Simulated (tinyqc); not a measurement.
Inside a calculation (part 1 of 2). Method: UHF in the sto-3g basis, for BH, spin multiplicity 3. This run ends on a higher stationary point, not on the lowest solution. Computed by tinyqc, a small Python program that keeps every step (integrals from PySCF). Settings: charge = 0, multiplicity = 3, basis = sto-3g, energy threshold = 1e-08, iteration cap = 63, orthogonalisation = symmetric, start = Wolfsberg-Helmholz matrix, DIIS depth = 0, method = UHF. Command: `OMP_NUM_THREADS=1 python tinyqc.py 23348 23349 out.jsonl` (the two numbers bound the seeds that draw the settings). One thread of a shared host (Intel(R) Xeon(R) Processor @ 2.60GHz), about 0.1 s of CPU time with the checks. Later iterations appear only in the table of the cycle.

## One-electron integrals

Geometry (angstrom):
```
atom         x         y         z
B     0.000000  0.000000  0.000000
H     0.000000  0.000000  1.811000
```

Basis sto-3g: exponents (1/bohr^2) and contraction coefficients of normalised primitives:
```
element  l (shell)   exponent  coefficient
B            s (1)  48.791113     0.154329
B            s (1)   8.887362     0.535328
B            s (1)   2.405267     0.444635
B            s (2)   2.236956    -0.099967
B            s (2)   0.519821     0.399513
B            s (2)   0.169062     0.700115
B            p (3)   2.236956     0.155916
B            p (3)   0.519821     0.607684
B            p (3)   0.169062     0.391957
H            s (1)   3.425251     0.154329
H            s (1)   0.623914     0.535328
H            s (1)   0.168855     0.444635
```

Overlap, kinetic and nuclear-attraction integrals over the contracted functions; the nuclear repulsion is the sum of Za Zb / Rab.

nuclear repulsion = 1.46100831 hartree

overlap S, lower triangle:
```
           1B 1s     1B 2s    1B 2px    1B 2py    1B 2pz     2H 1s
1B 1s   1.000000
1B 2s   0.269328  1.000000
1B 2px  0.000000  0.000000  1.000000
1B 2py  0.000000  0.000000  0.000000  1.000000
1B 2pz  0.000000  0.000000  0.000000  0.000000  1.000000
2H 1s   0.016684  0.215755  0.000000  0.000000  0.264981  1.000000
```

kinetic energy T (hartree), lower triangle:
```
            1B 1s     1B 2s    1B 2px    1B 2py    1B 2pz     2H 1s
1B 1s   10.826302
1B 2s   -0.047967  0.359168
1B 2px   0.000000  0.000000  1.123881
1B 2py   0.000000  0.000000  0.000000  1.123881
1B 2pz   0.000000  0.000000  0.000000  0.000000  1.123881
2H 1s   -0.004902  0.000878  0.000000  0.000000  0.039500  0.760032
```

nuclear attraction V (hartree), lower triangle:
```
             1B 1s      1B 2s     1B 2px     1B 2py     1B 2pz      2H 1s
1B 1s   -23.439590
1B 2s    -3.218060  -4.063127
1B 2px    0.000000   0.000000  -4.017016
1B 2py    0.000000   0.000000   0.000000  -4.017016
1B 2pz   -0.008023  -0.080719   0.000000   0.000000  -4.064197
2H 1s    -0.200379  -0.660619   0.000000   0.000000  -0.756621  -2.686194
```

core Hamiltonian H = T + V (hartree), lower triangle:
```
             1B 1s      1B 2s     1B 2px     1B 2py     1B 2pz      2H 1s
1B 1s   -12.613288
1B 2s    -3.266028  -3.703959
1B 2px    0.000000   0.000000  -2.893135
1B 2py    0.000000   0.000000   0.000000  -2.893135
1B 2pz   -0.008023  -0.080719   0.000000   0.000000  -2.940317
2H 1s    -0.205280  -0.659741   0.000000   0.000000  -0.717121  -1.926162
```

## Two-electron integrals

Functions are numbered as in S; the eight-fold symmetry (ij|kl) = (ji|kl) = (kl|ij) leaves the list below.

Two-electron integrals (ij|kl) in chemists' order, unique and non-zero (hartree):
```
(11|11) 2.923513   (21|11) 0.518376   (21|21) 0.109262   (22|11) 0.744229
(22|21) 0.193177   (22|22) 0.544804   (31|31) 0.020264   (32|31) 0.029996
(32|32) 0.120346   (33|11) 0.742491   (33|21) 0.193240   (33|22) 0.544682
(33|33) 0.586773   (41|41) 0.020264   (42|41) 0.029996   (42|42) 0.120346
(43|43) 0.031630   (44|11) 0.742491   (44|21) 0.193240   (44|22) 0.544682
(44|33) 0.523513   (44|44) 0.586773   (51|51) 0.020264   (52|51) 0.029996
(52|52) 0.120346   (53|53) 0.031630   (54|54) 0.031630   (55|11) 0.742491
(55|21) 0.193240   (55|22) 0.544682   (55|33) 0.523513   (55|44) 0.523513
(55|55) 0.586773   (61|11) 0.031950   (61|21) 0.006713   (61|22) 0.011920
(61|33) 0.011874   (61|44) 0.011874   (61|51) 0.000479   (61|52) 0.000889
(61|55) 0.012020   (61|61) 0.000425   (62|11) 0.104637   (62|21) 0.027741
(62|22) 0.090066   (62|33) 0.087322   (62|44) 0.087322   (62|51) 0.002983
(62|52) 0.020596   (62|55) 0.095456   (62|61) 0.001818   (62|62) 0.024380
(63|31) 0.002322   (63|32) 0.011823   (63|53) 0.003537   (63|63) 0.002145
(64|41) 0.002322   (64|42) 0.011823   (64|54) 0.003537   (64|64) 0.002145
(65|11) 0.112165   (65|21) 0.030051   (65|22) 0.102506   (65|33) 0.097507
(65|44) 0.097507   (65|51) 0.004894   (65|52) 0.032006   (65|55) 0.112383
(65|61) 0.002029   (65|62) 0.031987   (65|65) 0.043259   (66|11) 0.291874
(66|21) 0.078578   (66|22) 0.288415   (66|33) 0.274829   (66|44) 0.274829
(66|51) 0.007916   (66|52) 0.075968   (66|55) 0.315177   (66|61) 0.005154
(66|62) 0.111441   (66|65) 0.157010   (66|66) 0.774606
```

## Orthogonalisation

S = U s U^T; symmetric (Loewdin) form X = U s^(-1/2) U^T, so that X^T S X = 1.

eigenvalues of S: 0.611648  0.811851  1.000000  1.000000  1.172563  1.403939

X, lower triangle:
```
            1B 1s      1B 2s    1B 2px    1B 2py     1B 2pz     2H 1s
1B 1s    1.029266
1B 2s   -0.144300   1.049360
1B 2px   0.000000   0.000000  1.000000
1B 2py   0.000000   0.000000  0.000000  1.000000
1B 2pz  -0.003717   0.024390  0.000000  0.000000   1.028847
2H 1s    0.015768  -0.120443  0.000000  0.000000  -0.143283  1.048472
```

## Starting guess

The start is the generalised Wolfsberg-Helmholz matrix (K = 1.75) built on H; D(s) = C_occ C_occ^T for each spin.

D(alpha) at the start, lower triangle:
```
            1B 1s     1B 2s    1B 2px    1B 2py    1B 2pz     2H 1s
1B 1s    0.984562
1B 2s    0.009152  0.124310
1B 2px   0.000000  0.000000  1.000000
1B 2py   0.000000  0.000000  0.000000  1.000000
1B 2pz  -0.088251  0.271573  0.000000  0.000000  0.605195
2H 1s   -0.045003  0.111297  0.000000  0.000000  0.248995  0.102521
```

D(beta) at the start, lower triangle:
```
            1B 1s     1B 2s    1B 2px    1B 2py    1B 2pz     2H 1s
1B 1s    0.984562
1B 2s    0.009152  0.124310
1B 2px   0.000000  0.000000  0.000000
1B 2py   0.000000  0.000000  0.000000  0.000000
1B 2pz  -0.088251  0.271573  0.000000  0.000000  0.605195
2H 1s   -0.045003  0.111297  0.000000  0.000000  0.248995  0.102521
```

## Iteration 1: building the Fock matrix

J_ij = sum D_kl (ij|kl) with D = D(alpha) + D(beta), K_ij = sum D_kl (ik|jl) for each spin; F = H + J - K(s); E = tr D H + tr D J / 2 - 0.5 sum_s tr D(s) K(s) + E_nn.

Coulomb J (hartree), lower triangle:
```
           1B 1s     1B 2s    1B 2px    1B 2py    1B 2pz     2H 1s
1B 1s   8.556845
1B 2s   1.750334  3.555824
1B 2px  0.000000  0.000000  3.538696
1B 2py  0.000000  0.000000  0.000000  3.538696
1B 2pz  0.033170  0.176605  0.000000  0.000000  3.578689
2H 1s   0.109026  0.606189  0.000000  0.000000  0.700686  2.024083
```

exchange K(alpha) (hartree), lower triangle:
```
            1B 1s     1B 2s    1B 2px    1B 2py    1B 2pz     2H 1s
1B 1s    2.953142
1B 2s    0.620898  0.522667
1B 2px   0.000000  0.000000  0.677408
1B 2py   0.000000  0.000000  0.000000  0.677408
1B 2pz  -0.003896  0.208133  0.000000  0.000000  0.520915
2H 1s    0.041358  0.161385  0.000000  0.000000  0.228190  0.232913
```

exchange K(beta) (hartree), lower triangle:
```
            1B 1s     1B 2s    1B 2px    1B 2py    1B 2pz     2H 1s
1B 1s    2.912615
1B 2s    0.560906  0.281976
1B 2px   0.000000  0.000000  0.059006
1B 2py   0.000000  0.000000  0.000000  0.059006
1B 2pz  -0.003896  0.208133  0.000000  0.000000  0.457656
2H 1s    0.036714  0.137739  0.000000  0.000000  0.221116  0.228623
```

F(alpha) (hartree), lower triangle:
```
            1B 1s      1B 2s     1B 2px     1B 2py     1B 2pz      2H 1s
1B 1s   -7.009584
1B 2s   -2.136591  -0.670802
1B 2px   0.000000   0.000000  -0.031848
1B 2py   0.000000   0.000000   0.000000  -0.031848
1B 2pz   0.029043  -0.112247   0.000000   0.000000   0.117457
2H 1s   -0.137612  -0.214936   0.000000   0.000000  -0.244625  -0.134993
```

F(beta) (hartree), lower triangle:
```
            1B 1s      1B 2s    1B 2px    1B 2py     1B 2pz      2H 1s
1B 1s   -6.969057
1B 2s   -2.076599  -0.430110
1B 2px   0.000000   0.000000  0.586554
1B 2py   0.000000   0.000000  0.000000  0.586554
1B 2pz   0.029043  -0.112247  0.000000  0.000000   0.180716
2H 1s   -0.132968  -0.191290  0.000000  0.000000  -0.237552  -0.130703
```

total energy of this density = -24.03860798 hartree

## Iteration 1: diagonalisation and new density

Diagonalise F' = X^T F X, C = X C', fill 4 alpha and 2 beta electrons from the bottom; D(s) = C_occ C_occ^T. Each column has its largest component positive (the first on a tie).

F' = X^T F X (alpha) (hartree), lower triangle:
```
           1          2          3          4          5          6
1  -6.809014
2  -1.197800  -0.194412
3   0.000000   0.000000  -0.031848
4   0.000000   0.000000   0.000000  -0.031848
5   0.033355  -0.068814   0.000000   0.000000   0.189075
6   0.021376  -0.166294   0.000000   0.000000  -0.258906  -0.030115
```

orbital energies (alpha) (hartree): MO1 -7.019304, MO2 -0.303782, MO3 -0.031848, MO4 -0.031848, MO5 0.114582, MO6 0.364038

coefficients C (alpha):
```
              MO1        MO2        MO3       MO4        MO5        MO6
1B 1s    0.988851  -0.147218   0.000000  0.000000  -0.281237  -0.043364
1B 2s    0.039073   0.444046   0.000000  0.000000   0.947354   0.202227
1B 2px   0.000000   0.000000   0.766949  0.641709   0.000000   0.000000
1B 2py   0.000000   0.000000  -0.641709  0.766949   0.000000   0.000000
1B 2pz  -0.002542   0.380870   0.000000  0.000000  -0.302158   0.918312
2H 1s   -0.003835   0.647774   0.000000  0.000000  -0.419563  -0.734112
```

F' = X^T F X (beta) (hartree), lower triangle:
```
           1          2         3         4          5          6
1  -6.778845
2  -1.174012   0.047545
3   0.000000   0.000000  0.586554
4   0.000000   0.000000  0.000000  0.586554
5   0.033571  -0.065844  0.000000  0.000000   0.254012
6   0.020094  -0.169583  0.000000  0.000000  -0.260776  -0.028770
```

orbital energies (beta) (hartree): MO1 -6.975186, MO2 -0.251497, MO3 0.305149, MO4 0.415476, MO5 0.586554, MO6 0.586554

coefficients C (beta):
```
              MO1        MO2        MO3        MO4        MO5       MO6
1B 1s    0.991409  -0.096501  -0.286532  -0.078539   0.000000  0.000000
1B 2s    0.030494   0.280438   0.976175   0.323399   0.000000  0.000000
1B 2px   0.000000   0.000000   0.000000   0.000000  -0.030287  0.999541
1B 2py   0.000000   0.000000   0.000000   0.000000   0.999541  0.030287
1B 2pz  -0.002924   0.373281  -0.338088   0.908853   0.000000  0.000000
2H 1s   -0.002761   0.743405  -0.238136  -0.724715   0.000000  0.000000
```

D(alpha) after iteration 1, lower triangle:
```
            1B 1s     1B 2s    1B 2px    1B 2py    1B 2pz     2H 1s
1B 1s    0.999499
1B 2s   -0.026734  0.198704
1B 2px   0.000000  0.000000  1.000000
1B 2py   0.000000  0.000000  0.000000  1.000000
1B 2pz  -0.058584  0.169025  0.000000  0.000000  0.145069
2H 1s   -0.099156  0.287492  0.000000  0.000000  0.246728  0.419626
```

D(beta) after iteration 1, lower triangle:
```
            1B 1s     1B 2s    1B 2px    1B 2py    1B 2pz     2H 1s
1B 1s    0.992205
1B 2s    0.003170  0.079575
1B 2px   0.000000  0.000000  0.000000
1B 2py   0.000000  0.000000  0.000000  0.000000
1B 2pz  -0.038921  0.104593  0.000000  0.000000  0.139347
2H 1s   -0.074477  0.208395  0.000000  0.000000  0.277507  0.552658
```

Within a degenerate level the vectors are fixed only up to a rotation; this is one choice.

## Iteration 2: building the Fock matrix

As before.

Coulomb J (hartree), lower triangle:
```
           1B 1s     1B 2s    1B 2px    1B 2py    1B 2pz     2H 1s
1B 1s   8.195671
1B 2s   1.655590  3.342148
1B 2px  0.000000  0.000000  3.332395
1B 2py  0.000000  0.000000  0.000000  3.332395
1B 2pz  0.028083  0.187546  0.000000  0.000000  3.349971
2H 1s   0.102988  0.610083  0.000000  0.000000  0.723079  2.363702
```

exchange K(alpha) (hartree), lower triangle:
```
            1B 1s     1B 2s    1B 2px    1B 2py    1B 2pz     2H 1s
1B 1s    2.957448
1B 2s    0.600107  0.531961
1B 2px   0.000000  0.000000  0.674537
1B 2py   0.000000  0.000000  0.000000  0.674537
1B 2pz  -0.004203  0.176314  0.000000  0.000000  0.281985
2H 1s    0.037554  0.226183  0.000000  0.000000  0.232770  0.491890
```

exchange K(beta) (hartree), lower triangle:
```
            1B 1s     1B 2s    1B 2px    1B 2py    1B 2pz     2H 1s
1B 1s    2.914068
1B 2s    0.538645  0.228068
1B 2px   0.000000  0.000000  0.042010
1B 2py   0.000000  0.000000  0.000000  0.042010
1B 2pz  -0.002465  0.137112  0.000000  0.000000  0.210530
2H 1s    0.034607  0.180829  0.000000  0.000000  0.238458  0.575849
```

F(alpha) (hartree), lower triangle:
```
            1B 1s      1B 2s     1B 2px     1B 2py     1B 2pz      2H 1s
1B 1s   -7.375065
1B 2s   -2.210545  -0.893771
1B 2px   0.000000   0.000000  -0.235276
1B 2py   0.000000   0.000000   0.000000  -0.235276
1B 2pz   0.024262  -0.069487   0.000000   0.000000   0.127669
2H 1s   -0.139846  -0.275840   0.000000   0.000000  -0.226812  -0.054350
```

F(beta) (hartree), lower triangle:
```
            1B 1s      1B 2s    1B 2px    1B 2py     1B 2pz      2H 1s
1B 1s   -7.331685
1B 2s   -2.149082  -0.589879
1B 2px   0.000000   0.000000  0.397250
1B 2py   0.000000   0.000000  0.000000  0.397250
1B 2pz   0.022524  -0.030285  0.000000  0.000000   0.199125
2H 1s   -0.136898  -0.230486  0.000000  0.000000  -0.232501  -0.138309
```

total energy of this density = -24.36044352 hartree

## Iteration 2: diagonalisation and new density

As before.

F' = X^T F X (alpha) (hartree), lower triangle:
```
           1          2          3          4          5         6
1  -7.178570
2  -1.193533  -0.406538
3   0.000000   0.000000  -0.235276
4   0.000000   0.000000   0.000000  -0.235276
5   0.021351  -0.018601   0.000000   0.000000   0.198770
6   0.030662  -0.223452   0.000000   0.000000  -0.260453  0.067154
```

orbital energies (alpha) (hartree): MO1 -7.382816, MO2 -0.374530, MO3 -0.235276, MO4 -0.235276, MO5 0.010519, MO6 0.427642

coefficients C (alpha):
```
              MO1        MO2       MO3        MO4        MO5        MO6
1B 1s    0.990205  -0.236707  0.000000   0.000000  -0.195026  -0.076830
1B 2s    0.034581   0.759243  0.000000   0.000000   0.676899   0.318183
1B 2px   0.000000   0.000000  0.999801  -0.019952   0.000000   0.000000
1B 2py   0.000000   0.000000  0.019952   0.999801   0.000000   0.000000
1B 2pz  -0.002079   0.232402  0.000000   0.000000  -0.556985   0.845824
2H 1s   -0.003472   0.456312  0.000000   0.000000  -0.509664  -0.816449
```

F' = X^T F X (beta) (hartree), lower triangle:
```
           1          2         3         4          5          6
1  -7.144618
2  -1.177349  -0.100101
3   0.000000   0.000000  0.397250
4   0.000000   0.000000  0.000000  0.397250
5   0.014369   0.025529  0.000000  0.000000   0.276199
6   0.024891  -0.205705  0.000000  0.000000  -0.268571  -0.027776
```

orbital energies (beta) (hartree): MO1 -7.336232, MO2 -0.267467, MO3 0.129786, MO4 0.397250, MO5 0.397250, MO6 0.477616

coefficients C (beta):
```
              MO1        MO2        MO3       MO4        MO5        MO6
1B 1s    0.992744  -0.125053  -0.257865  0.000000   0.000000  -0.113138
1B 2s    0.025946   0.381146   0.891783  0.000000   0.000000   0.442558
1B 2px   0.000000   0.000000   0.000000  0.635380   0.772199   0.000000
1B 2py   0.000000   0.000000   0.000000  0.772199  -0.635380   0.000000
1B 2pz  -0.002336   0.287683  -0.480450  0.000000   0.000000   0.875251
2H 1s   -0.002320   0.741651  -0.247777  0.000000   0.000000  -0.723280
```

D(alpha) after iteration 2, lower triangle:
```
            1B 1s     1B 2s    1B 2px    1B 2py    1B 2pz     2H 1s
1B 1s    1.036536
1B 2s   -0.145476  0.577646
1B 2px   0.000000  0.000000  1.000000
1B 2py   0.000000  0.000000  0.000000  1.000000
1B 2pz  -0.057070  0.176378  0.000000  0.000000  0.054015
2H 1s   -0.111450  0.346331  0.000000  0.000000  0.106055  0.208232
```

D(beta) after iteration 2, lower triangle:
```
            1B 1s     1B 2s    1B 2px    1B 2py    1B 2pz     2H 1s
1B 1s    1.001180
1B 2s   -0.021906  0.145945
1B 2px   0.000000  0.000000  0.000000
1B 2py   0.000000  0.000000  0.000000  0.000000
1B 2pz  -0.038295  0.109589  0.000000  0.000000  0.082767
2H 1s   -0.095048  0.282617  0.000000  0.000000  0.213366  0.550051
```

Within a degenerate level the vectors are fixed only up to a rotation; this is one choice.

## Iteration 3: building the Fock matrix

As before.

Coulomb J (hartree), lower triangle:
```
           1B 1s     1B 2s    1B 2px    1B 2py    1B 2pz     2H 1s
1B 1s   8.320220
1B 2s   1.683325  3.402497
1B 2px  0.000000  0.000000  3.399945
1B 2py  0.000000  0.000000  0.000000  3.399945
1B 2pz  0.025974  0.166701  0.000000  0.000000  3.395608
2H 1s   0.104607  0.602872  0.000000  0.000000  0.706522  2.237581
```

exchange K(alpha) (hartree), lower triangle:
```
            1B 1s     1B 2s    1B 2px    1B 2py    1B 2pz     2H 1s
1B 1s    2.981958
1B 2s    0.588469  0.684591
1B 2px   0.000000  0.000000  0.710773
1B 2py   0.000000  0.000000  0.000000  0.710773
1B 2pz  -0.003779  0.163687  0.000000  0.000000  0.230672
2H 1s    0.034644  0.232561  0.000000  0.000000  0.153479  0.302317
```

exchange K(beta) (hartree), lower triangle:
```
            1B 1s     1B 2s    1B 2px    1B 2py    1B 2pz     2H 1s
1B 1s    2.920033
1B 2s    0.533419  0.258233
1B 2px   0.000000  0.000000  0.048086
1B 2py   0.000000  0.000000  0.000000  0.048086
1B 2pz  -0.001983  0.140772  0.000000  0.000000  0.174015
2H 1s    0.033204  0.199043  0.000000  0.000000  0.218430  0.569425
```

F(alpha) (hartree), lower triangle:
```
            1B 1s      1B 2s     1B 2px     1B 2py     1B 2pz     2H 1s
1B 1s   -7.275025
1B 2s   -2.171171  -0.986053
1B 2px   0.000000   0.000000  -0.203964
1B 2py   0.000000   0.000000   0.000000  -0.203964
1B 2pz   0.021730  -0.077705   0.000000   0.000000   0.224620
2H 1s   -0.135317  -0.289430   0.000000   0.000000  -0.164078  0.009102
```

F(beta) (hartree), lower triangle:
```
            1B 1s      1B 2s    1B 2px    1B 2py     1B 2pz      2H 1s
1B 1s   -7.213100
1B 2s   -2.116122  -0.559695
1B 2px   0.000000   0.000000  0.458724
1B 2py   0.000000   0.000000  0.000000  0.458724
1B 2pz   0.019934  -0.054790  0.000000  0.000000   0.281276
2H 1s   -0.133877  -0.255912  0.000000  0.000000  -0.229029  -0.258006
```

total energy of this density = -24.46564335 hartree
